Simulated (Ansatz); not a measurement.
`CC(C)(F)F` + H₂O → `CC(C)(O)F` + H–F at 500 K and 1 bar (formal hydrolysis of a C–F bond).

Calculated with Ansatz (gas phase, PBE0-D4/def2-TZVP geometries, no zero-point term in ΔE). CBS: MP2 limit from def2 TZ/QZ plus the TZ coupled-cluster correction, frozen cores. This one scheme is used for every species. One conformer a species, not always the lowest.

```tsv
species	CCSD(T)/CBS energy (Eh)	H − E (kJ/mol)	S (J/(mol·K))
`CC(C)(F)F`	-317.36969	270.8	359.7
H₂O	-76.37941	73.2	206.3
`CC(C)(O)F`	-293.35271	306.1	374.1
H–F	-100.39570	39.4	188.7
```

H − E and S are ideal-gas, rigid-rotor, harmonic terms from PBE0-D4/def2-TZVP, for one conformer and one mirror image of each species. 1 Eh = 2625.50 kJ/mol, R = 8.31446 J/(mol·K).

**Question.** By hand: ΔE, ΔH, ΔS and ΔG.

**Answer.** ΔE = (-293.35271) + (-100.39570) − (-317.36969) − (-76.37941) = 0.00069 Eh = 1.8 kJ/mol. Δ(H − E) = 306.1 + 39.4 − 270.8 − 73.2 = 1.5, so ΔH = 3.3 kJ/mol. ΔS = 374.1 + 188.7 − 359.7 − 206.3 = -3.2 J/(mol·K). ΔG = 3.3 − 500 × (-3.2)/1000 = 4.9 kJ/mol.

**Question.** By hand: the equilibrium constant, and the temperature at which ΔG would vanish if ΔH and ΔS stayed fixed.

**Answer.** log₁₀ K = −ΔG/(RT ln 10) = -0.5. ΔH and −TΔS have one sign here, so there is no such temperature.

TΔS isn't small against ΔH here. The sign of ΔG lies within the doubt. A doubt of 5 kJ/mol in ΔE shifts log₁₀ K by 0.5 here. Other conformers and mirror images would add mixing entropy, several J/(mol·K) or more a flexible species. These are equilibria of isolated gas molecules and say nothing of rates. Largest T1 diagnostic: 0.011 (customary marks: 0.02 for closed shells, 0.045 for open ones).

ΔS is within the doubt of such terms, so its sign, and with it that verdict, could turn.
